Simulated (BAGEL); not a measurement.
**One shape, several levels: C5H8 (cyclopentene)**

Wanted: a comparison of 4 runs (HF/STO-3G, HF/3-21G, HF/6-31G*, HF/def2-SVP) of C5H8 (cyclopentene). 

Program for the calculation: BAGEL 1.2.2.

2 further runs of the same task are left out: 2 set aside as unsound or not needed.

## 1. The system as given

The species is C5H8 (13 atoms), meant as a singlet with charge 0. SMILES: `C1=CCCC1`. One bond was lengthened or shortened from a relaxed shape.

Bond lengths: C1–C2 1.328 Å, C2–C3 1.501 Å, C3–C4 1.538 Å, C1–C5 1.501 Å, C4–C5 1.538 Å, C1–H6 1.084 Å, C2–H7 1.084 Å, C3–H8 1.258 Å, C3–H9 1.098 Å, C4–H10 1.091 Å, C4–H11 1.093 Å, C5–H12 1.094 Å, C5–H13 1.098 Å. Some angles: C1–C2–C3 111.9°, C2–C1–C5 111.9°, C2–C3–C4 102.9°, C3–C4–C5 105.5°, C1–C5–C4 102.9°, C1–C2–H7 125.0°, C3–C2–H7 123.1°, C2–C1–H6 125.0°, C5–C1–H6 123.1°, C2–C3–H8 113.1°.

## 2. A single-point energy at HF/STO-3G (density fitting with cc-pvqz-jkfit) (run 1)

Input file hf.json:

```json
{ "bagel" : [

{
  "title" : "molecule",
  "basis" : "sto-3g",
  "df_basis" : "cc-pvqz-jkfit",
  "angstrom" : true,
  "geometry" : [
    { "atom" : "C", "xyz" : [      -0.723036,       1.228744,       0.214562 ] },
    { "atom" : "C", "xyz" : [      -0.666036,       0.254444,       1.115182 ] },
    { "atom" : "C", "xyz" : [       0.314304,      -0.813066,       0.724732 ] },
    { "atom" : "C", "xyz" : [       0.604234,      -0.491376,      -0.751098 ] },
    { "atom" : "C", "xyz" : [       0.208934,       0.983424,      -0.936238 ] },
    { "atom" : "H", "xyz" : [      -1.329326,       2.122864,       0.304362 ] },
    { "atom" : "H", "xyz" : [      -1.219206,       0.237114,       2.047282 ] },
    { "atom" : "H", "xyz" : [      -0.135030,      -1.976810,       0.884760 ] },
    { "atom" : "H", "xyz" : [       1.217734,      -0.743766,       1.344652 ] },
    { "atom" : "H", "xyz" : [       1.638444,      -0.692846,      -1.034598 ] },
    { "atom" : "H", "xyz" : [      -0.032796,      -1.114156,      -1.384278 ] },
    { "atom" : "H", "xyz" : [      -0.252376,       1.174484,      -1.909298 ] },
    { "atom" : "H", "xyz" : [       1.077264,       1.651994,      -0.870448 ] }
  ]
},

{
  "title" : "hf"
},

{
  "title" : "print",
  "file" : "orbitals.molden",
  "orbitals" : true
}

]}
```

Started as:

```
BAGEL_NUM_THREADS=1 BAGEL hf.json > hf.out
```

What it wrote:

```text
* using 1 threads per process

  ===============================================================
  ===============================================================

  *** Geometry ***

  { "atom" : "C", "xyz" : [     -1.366340,      2.321990,      0.405463 ] },
  { "atom" : "C", "xyz" : [     -1.258626,      0.480829,      2.107389 ] },
  { "atom" : "C", "xyz" : [      0.593948,     -1.536472,      1.369545 ] },
[... 9 lines of this table left out ...]
  { "atom" : "H", "xyz" : [      2.035734,      3.121816,     -1.644908 ] },

  Number of auxiliary basis functions:      938

  Since a DF basis is specified, we compute 2- and 3-index integrals:
    o Being stored without compression. Storage requirement is 0.008 GB

  Number of basis functions:       33
  Number of electrons      :       38

    * METHOD: MOLECULE                             1.56

  *** RHF ***

  === Nuclear Repulsion ===
   171.4009378023

      * DIIS with orbital gradients will be used.

  === RHF iteration (sto-3g) ===
      0       -191.61794900          0.00784347           0.08
      1       -191.65038630          0.00205881           0.08
      2       -191.65252920          0.00042816           0.08
[... 7 lines of this table left out ...]
     10       -191.65260638          0.00000000           0.08
    * SCF iteration converged.

    * Permanent dipole moment:
           (   -0.046378,    -0.017470,     0.027017) a.u.

    * METHOD: HF                                   1.09

    * METHOD: PRINT                                0.01

  ===============================================================
```

Wall time 2.8 s (1 thread of Arm Neoverse N1, shared host); peak memory 0.093 GiB.

## 3. The energy at HF/3-21G (density fitting with cc-pvqz-jkfit) (run 2)

Input file calc.json:

```json
{ "bagel": [

{
  "title": "molecule",
  "basis": "3-21g",
  "df_basis": "cc-pvqz-jkfit",
  "angstrom": true,
  "geometry": [
    { "atom": "C", "xyz": [   -0.723036,    1.228744,    0.214562 ] },
    { "atom": "C", "xyz": [   -0.666036,    0.254444,    1.115182 ] },
    { "atom": "C", "xyz": [    0.314304,   -0.813066,    0.724732 ] },
    { "atom": "C", "xyz": [    0.604234,   -0.491376,   -0.751098 ] },
    { "atom": "C", "xyz": [    0.208934,    0.983424,   -0.936238 ] },
    { "atom": "H", "xyz": [   -1.329326,    2.122864,    0.304362 ] },
    { "atom": "H", "xyz": [   -1.219206,    0.237114,    2.047282 ] },
    { "atom": "H", "xyz": [   -0.135030,   -1.976810,    0.884760 ] },
    { "atom": "H", "xyz": [    1.217734,   -0.743766,    1.344652 ] },
    { "atom": "H", "xyz": [    1.638444,   -0.692846,   -1.034598 ] },
    { "atom": "H", "xyz": [   -0.032796,   -1.114156,   -1.384278 ] },
    { "atom": "H", "xyz": [   -0.252376,    1.174484,   -1.909298 ] },
    { "atom": "H", "xyz": [    1.077264,    1.651994,   -0.870448 ] }
  ]
},
{ "title": "hf" },
{ "title": "print", "file": "orbitals.molden", "orbitals": true }

]}
```

Started as:

```
BAGEL_NUM_THREADS=1 BAGEL calc.json > calc.out
```

What it wrote:

```text
* using 1 threads per process

  ===============================================================
  ===============================================================

  *** Geometry ***

  { "atom" : "C", "xyz" : [     -1.366340,      2.321990,      0.405463 ] },
  { "atom" : "C", "xyz" : [     -1.258626,      0.480829,      2.107389 ] },
  { "atom" : "C", "xyz" : [      0.593948,     -1.536472,      1.369545 ] },
[... 9 lines of this table left out ...]
  { "atom" : "H", "xyz" : [      2.035734,      3.121816,     -1.644908 ] },

  Number of auxiliary basis functions:      938

  Since a DF basis is specified, we compute 2- and 3-index integrals:
    o Being stored without compression. Storage requirement is 0.028 GB

  Number of basis functions:       61
  Number of electrons      :       38

    * METHOD: MOLECULE                             1.58

  *** RHF ***

  === Nuclear Repulsion ===
   171.4009378023

      * DIIS with orbital gradients will be used.

  === RHF iteration (3-21g) ===
      0       -192.80071812          0.01594290           0.16
      1       -192.87751076          0.00412058           0.16
      2       -192.88473708          0.00169298           0.16
[... 8 lines of this table left out ...]
     11       -192.88568997          0.00000001           0.16
    * SCF iteration converged.

    * Permanent dipole moment:
           (   -0.064304,    -0.060764,     0.037232) a.u.

    * METHOD: HF                                   2.26

    * METHOD: PRINT                                0.01

  ===============================================================
```

It took 4.2 s on 1 thread of Arm Neoverse N1, shared host; peak memory 0.14 GiB.

Run 3 isn't shown in full; the table further down has it.

## 4. The energy at HF/def2-SVP (density fitting with cc-pvqz-jkfit) (run 4)

Input file job.json:

```json
{ "bagel" : [

{
  "title" : "molecule",
  "basis" : "svp",
  "df_basis" : "cc-pvqz-jkfit",
  "angstrom" : "true",
  "geometry" : [
    { "atom" : "C", "xyz" : [      -0.723036,       1.228744,       0.214562 ] },
    { "atom" : "C", "xyz" : [      -0.666036,       0.254444,       1.115182 ] },
    { "atom" : "C", "xyz" : [       0.314304,      -0.813066,       0.724732 ] },
    { "atom" : "C", "xyz" : [       0.604234,      -0.491376,      -0.751098 ] },
    { "atom" : "C", "xyz" : [       0.208934,       0.983424,      -0.936238 ] },
    { "atom" : "H", "xyz" : [      -1.329326,       2.122864,       0.304362 ] },
    { "atom" : "H", "xyz" : [      -1.219206,       0.237114,       2.047282 ] },
    { "atom" : "H", "xyz" : [      -0.135030,      -1.976810,       0.884760 ] },
    { "atom" : "H", "xyz" : [       1.217734,      -0.743766,       1.344652 ] },
    { "atom" : "H", "xyz" : [       1.638444,      -0.692846,      -1.034598 ] },
    { "atom" : "H", "xyz" : [      -0.032796,      -1.114156,      -1.384278 ] },
    { "atom" : "H", "xyz" : [      -0.252376,       1.174484,      -1.909298 ] },
    { "atom" : "H", "xyz" : [       1.077264,       1.651994,      -0.870448 ] }
  ]
},

{
  "title" : "hf"
},

{
  "title" : "print",
  "file" : "orbitals.molden",
  "orbitals" : "true"
}

]}
```

Started as:

```
BAGEL_NUM_THREADS=1 BAGEL job.json > job.out
```

What it wrote:

```text
* using 1 threads per process

  ===============================================================
  ===============================================================

  *** Geometry ***

  { "atom" : "C", "xyz" : [     -1.366340,      2.321990,      0.405463 ] },
  { "atom" : "C", "xyz" : [     -1.258626,      0.480829,      2.107389 ] },
  { "atom" : "C", "xyz" : [      0.593948,     -1.536472,      1.369545 ] },
[... 9 lines of this table left out ...]
  { "atom" : "H", "xyz" : [      2.035734,      3.121816,     -1.644908 ] },

  Number of auxiliary basis functions:      938

  Since a DF basis is specified, we compute 2- and 3-index integrals:
    o Being stored without compression. Storage requirement is 0.091 GB

  Number of basis functions:      110
  Number of electrons      :       38

    * METHOD: MOLECULE                             1.90

  *** RHF ***

  === Nuclear Repulsion ===
   171.4009378023

      * DIIS with orbital gradients will be used.

  === RHF iteration (svp) ===
      0       -193.64906643          0.01347590           0.32
      1       -193.79267520          0.00687652           0.32
      2       -193.82214821          0.00145332           0.32
[... 9 lines of this table left out ...]
     12       -193.82431920          0.00000001           0.32
    * SCF iteration converged.

    * Permanent dipole moment:
           (   -0.070422,    -0.067136,     0.041055) a.u.

    * METHOD: HF                                   4.75

    * METHOD: PRINT                                0.04

  ===============================================================
```

Wall time 6.9 s (1 thread of Arm Neoverse N1, shared host); peak memory 0.26 GiB.

## 5. Overview of the runs

| run | level | energy (Eh) | dipole moment (D) | HOMO energy (eV) | LUMO energy (eV) | wall time |
| --- | --- | --- | --- | --- | --- | --- |
| 1 | HF/STO-3G (density fitting with cc-pvqz-jkfit) | -191.652606 | 0.14 | -7.77 | 8.76 | 2.8 s |
| 2 | HF/3-21G (density fitting with cc-pvqz-jkfit) | -192.885690 | 0.24 | -9.16 | 5.19 | 4.2 s |
| 3 | HF/6-31G* (density fitting with cc-pvqz-jkfit, spherical functions) | -193.961817 | 0.26 | -9.13 | 5.17 | 5.7 s |
| 4 | HF/def2-SVP (density fitting with cc-pvqz-jkfit) | -193.824319 | 0.27 | -9.30 | 4.68 | 6.9 s |

## 6. Summary of results

```
            quantity          value
 run 4: total energy  -193.82432 Eh
run 4: dipole moment         0.27 D
  run 4: HOMO energy       -9.30 eV
  run 4: LUMO energy        4.68 eV
run 4: HOMO–LUMO gap       13.97 eV
```

**Reading.** The dipole moment (its size) runs from 0.14 D (HF/STO-3G) to 0.27 D (HF/def2-SVP). The HOMO–LUMO gap runs from 13.97 eV (HF/def2-SVP) to 16.53 eV (HF/STO-3G). In run 1 the basis is minimal, so the values are rough. All runs together took 20 s, the longest 6.9 s.
